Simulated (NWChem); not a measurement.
System: DMSO (C₂H₆OS); SMILES CS(C)=O

Program: NWChem. All runs use the structure optimised with PBE0/def2-SVP.

Diagonal of the polarisability tensor at PBE/def2-SVPD, static: 58.35, 60.10, 47.77 bohr³.

**Question.** Find the mean polarisability volume, the molar refraction, and the refractive index that an ideal gas of it would have at 273.15 K and 1 atm.

**Answer.** 
1. Mean: one third of the trace = 55.41 bohr³ × 0.14818 Å³/bohr³ = 8.21 Å³.
2. Molar refraction (Lorentz-Lorenz): (4π/3) N_A α = 20.7 cm³/mol.
3. Number density p/kT = 2.687 × 10⁻⁵ Å⁻³; n − 1 = 2π N α = 13.86 × 10⁻⁴.
4. These hold the electronic response alone: vibrational and orientational terms add to the static dielectric constant.
